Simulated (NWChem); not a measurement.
The numbers come from NWChem runs, not from measurements. System: Cl2 (+1), charge 1, spin multiplicity 2, at a geometry optimised with UPBE/def2-SVP. The structure started from a generated list of species. Its SCF solution wasn't tested for a lower state. Level: UCCSD(T)/cc-pVDZ, 10 core orbitals frozen.

NWChem printed:

```
             Northwest Computational Chemistry Package (NWChem) 7.3.0
             --------------------------------------------------------

                                NWChem Input Module
                                -------------------

 Scaling coordinates for geometry "geometry" by  1.889725989
 (inverse scale =  0.529177249)

 Turning off AUTOSYM since
 SYMMETRY directive was detected!

                             Geometry "geometry" -> ""
                             -------------------------

 Output coordinates in angstroms (scale by  1.889725989 to convert to a.u.)

  No.       Tag          Charge          X              Y              Z
 ---- ---------------- ---------- -------------- -------------- --------------
    1 Cl                  17.0000     0.00000000     0.00000000     0.97992400
    2 Cl                  17.0000     0.00000000     0.00000000    -0.97992400

 Effective nuclear repulsion energy (a.u.)      78.0326969035

            Nuclear Dipole moment (a.u.)
            ----------------------------
        X                 Y               Z
 ---------------- ---------------- ----------------
     0.0000000000     0.0000000000     0.0000000000

      Symmetry information
      --------------------

 Group name             D2h
 Group number             26
 Group order               8
 No. of unique centers     1

      Symmetry unique atoms

     1


 Summary of "ao basis" -> "" (spherical)
 ------------------------------------------------------------------------------
       Tag                 Description            Shells   Functions and Types
 ---------------- ------------------------------  ------  ---------------------
 *                          cc-pvdz                   on all atoms

 Summary of "ao basis" -> "ao basis" (spherical)
 ------------------------------------------------------------------------------
       Tag                 Description            Shells   Functions and Types
 ---------------- ------------------------------  ------  ---------------------
 Cl                         cc-pvdz                  8       18   4s3p1d

                                 NWChem SCF Module
                                 -----------------

  ao basis        = "ao basis"
  functions       =    36
  atoms           =     2
  alpha electrons =    17
  beta  electrons =    16
  charge          =   1.00
  wavefunction    = UHF
  use symmetry    = T
  symmetry adapt  = T

 Summary of "ao basis" -> "ao basis" (spherical)
 ------------------------------------------------------------------------------
       Tag                 Description            Shells   Functions and Types
 ---------------- ------------------------------  ------  ---------------------
 Cl                         cc-pvdz                  8       18   4s3p1d

      Symmetry analysis of basis
      --------------------------

        ag          9
        au          1
        b1g         1
        b1u         9
        b2g         4
        b2u         4
        b3g         4
        b3u         4

 Forming initial guess at       0.0s

   Symmetry analysis of molecular orbitals - initial alpha
   -------------------------------------------------------

  Numbering of irreducible representations:

     1 ag          2 au          3 b1g         4 b1u         5 b2g
     6 b2u         7 b3g         8 b3u

  Orbital symmetries:

     1 ag          2 b1u         3 b1u         4 ag          5 ag
     6 b1u         7 b2u         8 b3g         9 b3u        10 b2g
    11 ag         12 b1u        13 ag         14 b2u        15 b3u
    16 b3g        17 b2g        18 b1u        19 ag         20 b2u
    21 b3u        22 b1u        23 b2u        24 b3u        25 b3g
    26 ag         27 b2g

   Symmetry analysis of molecular orbitals - initial beta
   ------------------------------------------------------

  Numbering of irreducible representations:

     1 ag          2 au          3 b1g         4 b1u         5 b2g
     6 b2u         7 b3g         8 b3u

  Orbital symmetries:

     1 ag          2 b1u         3 b1u         4 ag          5 ag
     6 b1u         7 b2u         8 b3g         9 b3u        10 b2g
    11 ag         12 b1u        13 ag         14 b3u        15 b2u
[...]
     4     -0.422676  1 Cl s                 22      0.422676  2 Cl s

 Vector   19  Occ=0.000000D+00  E= 3.103052D-01  Symmetry=ag
              MO Center=  9.2D-17,  7.5D-17, -1.1D-14, r^2= 2.5D+00
   Bfn.  Coefficient  Atom+Function         Bfn.  Coefficient  Atom+Function
  ----- ------------  ---------------      ----- ------------  ---------------
    13      0.562361  1 Cl pz                31     -0.562361  2 Cl pz
    16      0.473354  1 Cl d  0              34      0.473354  2 Cl d  0
    10     -0.419661  1 Cl pz                28      0.419661  2 Cl pz
     3      0.238857  1 Cl s                 21      0.238857  2 Cl s
     2      0.176530  1 Cl s                 20      0.176530  2 Cl s

 center of mass
 --------------
 x =   0.00000000 y =   0.00000000 z =   0.00000000

 moments of inertia (a.u.)
 ------------------
         239.824642737103           0.000000000000           0.000000000000
           0.000000000000         239.824642737103           0.000000000000
           0.000000000000           0.000000000000           0.000000000000

  Mulliken analysis of the total density
  --------------------------------------

    Atom       Charge   Shell Charges
 -----------   ------   -------------------------------------------------------
    1 Cl  17    16.50   2.00  2.01  1.04  0.91  6.00  2.87  1.60  0.06
    2 Cl  17    16.50   2.00  2.01  1.04  0.91  6.00  2.87  1.60  0.06

  Mulliken analysis of the alpha density
  --------------------------------------

    Atom       Charge   Shell Charges
 -----------   ------   -------------------------------------------------------
    1 Cl  17     8.50   1.00  1.00  0.53  0.45  3.00  1.64  0.85  0.03
    2 Cl  17     8.50   1.00  1.00  0.53  0.45  3.00  1.64  0.85  0.03

   Mulliken analysis of the beta density
   -------------------------------------

    Atom       Charge   Shell Charges
 -----------   ------   -------------------------------------------------------
    1 Cl  17     8.00   1.00  1.00  0.51  0.46  3.00  1.24  0.75  0.03
    2 Cl  17     8.00   1.00  1.00  0.51  0.46  3.00  1.24  0.75  0.03

   Mulliken analysis of the spin density
   -------------------------------------

    Atom       Charge   Shell Charges
 -----------   ------   -------------------------------------------------------
    1 Cl  17     0.50  -0.00  0.00  0.01 -0.01 -0.00  0.40  0.10 -0.00
    2 Cl  17     0.50  -0.00  0.00  0.01 -0.01 -0.00  0.40  0.10 -0.00

       Multipole analysis of the density wrt the origin
       ------------------------------------------------

     L   x y z        total         alpha         beta         nuclear
     -   - - -        -----         -----         ----         -------
     0   0 0 0      1.000000    -17.000000    -16.000000     34.000000

     1   1 0 0      0.000000     -0.000000      0.000000      0.000000
     1   0 1 0      0.000000      0.000000     -0.000000      0.000000
     1   0 0 1      0.000000      0.000000     -0.000000      0.000000

     2   2 0 0    -17.195105     -8.826137     -8.368967      0.000000
     2   1 1 0      0.000000      0.000000      0.000000      0.000000
     2   1 0 1     -0.000000      0.000000     -0.000000      0.000000
     2   0 2 0    -15.837379     -8.865570     -6.971809      0.000000
     2   0 1 1     -0.000000     -0.000000      0.000000      0.000000
     2   0 0 2    -10.218207    -65.670717    -61.137510    116.590020

                   NWChem Extensible Many-Electron Theory Module
                   ---------------------------------------------


            General Information
            -------------------
      Number of processors :     1
         Wavefunction type : Unrestricted Hartree-Fock
          No. of electrons :    33
           Alpha electrons :    17
            Beta electrons :    16
           No. of orbitals :    72
            Alpha orbitals :    36
             Beta orbitals :    36
        Alpha frozen cores :    10
         Beta frozen cores :    10
     Alpha frozen virtuals :     0
      Beta frozen virtuals :     0
         Spin multiplicity : doublet
    Number of AO functions :    36
       Number of AO shells :    16
        Use of symmetry is : on
      Symmetry adaption is : on
         Schwarz screening : 0.10D-09

          Correlation Information
          -----------------------
          Calculation type : Coupled-cluster singles & doubles w/ perturbation
   Perturbative correction : (T)
            Max iterations :      100
        Residual threshold : 0.10D-05
     T(0) DIIS level shift : 0.00D+00
     L(0) DIIS level shift : 0.00D+00
     T(1) DIIS level shift : 0.00D+00
     L(1) DIIS level shift : 0.00D+00
     T(R) DIIS level shift : 0.00D+00
     T(I) DIIS level shift : 0.00D+00
   CC-T/L Amplitude update :  5-th order DIIS
                I/O scheme : Global Array Library
        L-threshold :  0.10D-05
        EOM-threshold :  0.10D-05
 no EOMCCSD initial starts read in
 TCE RESTART OPTIONS
 SLICE:      F
 D4D5:       F
 quantumc:   F
 qrotation:  F
 pwtce:      F
 qducc:      F
 nacto:                         0
 nrotv:                         0
 nrot:                          0

            Memory Information
            ------------------
          Available GA space size is     249034208 doubles
          Available MA space size is     104854836 doubles

 Maximum block size supplied by input
 Maximum block size        24 doubles

 tile_dim =      5

 -------------------------------------------------

 Global array virtual files algorithm will be used

 Parallel file system coherency ......... OK


 half-transformed integrals in memory

 2-e (intermediate) file size =         1842912
 2-e (intermediate) file name = ./mol.v2i

 2-e integrals stored in memory



CCSD iterations
 ---------------------------------------------------------
 Iter          Residuum       Correlation     Cpu    Wall
 ---------------------------------------------------------
    1   0.1229481455827  -0.2699733392045     0.4     0.4
    2   0.0330713641879  -0.2870814660116     0.4     0.4
    3   0.0114916002743  -0.2921949374911     0.4     0.4
    4   0.0044956924888  -0.2933336452958     0.4     0.4
    5   0.0019594289564  -0.2937929142819     0.4     0.4
    6   0.0004816273016  -0.2940244227141     0.4     0.4
    7   0.0002265141515  -0.2940421946153     0.4     0.4
    8   0.0001305176112  -0.2940420935859     0.4     0.4
    9   0.0000777853474  -0.2940426726507     0.4     0.4
   10   0.0000468155392  -0.2940431173187     0.4     0.4
   11   0.0000043367979  -0.2940439868519     0.4     0.4
   12   0.0000019018978  -0.2940438893481     0.4     0.4
   13   0.0000010661409  -0.2940439913441     0.4     0.4
   14   0.0000006116123  -0.2940439899056     0.4     0.4
 -----------------------------------------------------------------
 Iterations converged
 CCSD correlation energy / hartree =        -0.294043989905575
 CCSD total energy / hartree       =      -918.842022501645488

 Singles contributions

 Doubles contributions
 CCSD(T)
 Using plain CCSD(T) code
             total no. of tasks         8385
 total no. of tasks / no. procs         8385
                         wl_min            1           1.0
                         wl_max          800           3.0
        thresh for no. of tasks         8385

 CCSD[T]  correction energy / hartree =        -0.009806233938512
 CCSD[T] correlation energy / hartree =        -0.303850223844087
 CCSD[T] total energy / hartree       =      -918.851828735584036
 CCSD(T)  correction energy / hartree =        -0.009537506036674
 CCSD(T) correlation energy / hartree =        -0.303581495942249
 CCSD(T) total energy / hartree       =      -918.851560007682110

 Task  times  cpu:        8.0s     wall:        8.0s

 Total times  cpu:        8.1s     wall:        8.1s
```

Task: Write an NWChem input that would produce this output.

Result: Several could match; the one computed here: 
```
start mol
memory heap 100 mb stack 700 mb global 1900 mb
charge 1
geometry units angstroms nocenter noautoz
  Cl     0.000000     0.000000     0.979924
  Cl     0.000000     0.000000    -0.979924
  symmetry group D2h
end
basis spherical
  * library cc-pvdz
end
scf
  uhf
  nopen 1
  maxiter 100
  thresh 1e-7
  semidirect memsize 60000000 filesize 0
  # guess.movecs holds the orbitals of an unrestricted PBE0 run
  vectors input guess.movecs output mol.movecs
end
tce
  freeze core 10
  ccsd(t)
  thresh 1e-6
  maxiter 100
  tilesize 24
end
task tce energy
```
